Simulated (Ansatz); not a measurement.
How far each method lies from UCCSDT(Q) for [H···H···CH$_{3}$], doublet

Geometry: a point of a hydrogen-transfer path between rigid fragments, not a stationary point.

| atom | x (Å) | y (Å) | z (Å) |
| --- | --- | --- | --- |
| H | -2.0929 | 0.0000 | 0.0000 |
| H | -1.2789 | 0.0000 | 0.0000 |
| C | 0.2261 | 0.0000 | 0.0000 |
| H | 0.2261 | -1.0800 | 0.0000 |
| H | 0.2261 | 0.5400 | 0.9353 |
| H | 0.2261 | 0.5400 | -0.9353 |

Basis cc-pVTZ; Ansatz 0.2.0. Correlated methods freeze the noble-gas cores, which leaves 9 electrons in 99 orbitals. Prefix R: restricted or restricted open-shell reference; prefix U: unrestricted. Active spaces: pair = (3e, 3o) about the gap; valence = (9e, 9o) chosen from the atoms' valence shells.

Full CI isn't at hand for all of this; UCCSDT(Q) serves as the reference, and is uncertain by about the last step of the cluster series. The frozen core follows each run's orbitals, which can shift R against U totals by a few meV.

For open shells CISD is restricted-active-space CI with the open shells as a complete middle space.

* UHF ⟨S²⟩: 0.779
* T1 diagnostic (RCCSD): 0.0236
* largest doubles amplitude (RCCSD): 0.037
* T1 diagnostic (UCCSD): 0.0140

| level | E − E(UCCSDT(Q)) (mEh) | share of correlation (%) | wall time |
| --- | --- | --- | --- |
| RHF | 244.64 | 0.00 | – |
| UHF | 236.97 | 3.13 | – |
| RMP2 | 34.35 | 85.96 | – |
| UMP2 | 34.87 | 85.75 | – |
| CISD | 20.45 | 91.64 | 15 s |
| RCCSD | 7.26 | 97.03 | – |
| UCCSD | 7.13 | 97.08 | – |
| RCCSD(T) | 0.79 | 99.68 | 2.5 s (H100) |
| UCCSD(T) | 0.81 | 99.67 | 2 s (H100) |
| BCCD(T) | 0.78 | 99.68 | 2.7 s (H100) |
| RCCSDT | 0.21 | 99.92 | – |
| UCCSDT | 0.18 | 99.93 | – |
| RCCSDT(Q) | 0.04 | 99.99 | 10 s (H100) |
| CASSCF (pair space) | 223.29 | 8.73 | – |
| NEVPT2 (pair space) | 32.53 | 86.70 | 1.5 s (H100) |
| CASSCF (valence space) | 158.72 | 35.12 | – |
| NEVPT2 (valence space) | 34.77 | 85.79 | 3.5 s (H100) |

The correlation energy at UCCSDT(Q), counted from RHF, is -6.657 eV. That run took 8.5 s on 2 threads of AMD EPYC 7R13 with a shared H100 80 GB, shared host.

Times hold each run's SCF and search for its determinant on a shared host, so for small cases they say little of a method's own cost; rows without a card ran on 1 thread of AMD EPYC 7R13.

Natural occupations of CASSCF (valence space) about the gap: 1.982 1.978 1.978 1.970 1.000 0.031 0.023 0.019 0.019; effectively unpaired electrons, Σ n²(2−n)², 1.02.
